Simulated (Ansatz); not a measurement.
Diamond, treated with PBE-D3(BJ) (plane waves, PAW; Ansatz, a program for electronic structure).

Run with plane-wave cutoff 520 eV, 16×16×16 k mesh, Fermi–Dirac smearing 0.01 eV, scalar-relativistic PAW data made under PBE.

Response to compression and expansion:

```csv
V (Å³/atom),P (GPa),direct gap at Γ (eV),smallest gap on the k mesh (eV)
5.287,30.71,5.791,4.300
5.400,19.52,5.733,4.252
5.512,9.33,5.676,4.206
5.625,0.05,5.620,4.161
5.737,-8.39,5.565,4.118
5.850,-16.09,5.512,4.075
5.962,-23.09,5.459,4.034
```

The fundamental gap (4.16 eV at the equilibrium volume, with added k points) lies elsewhere than Γ–Γ.
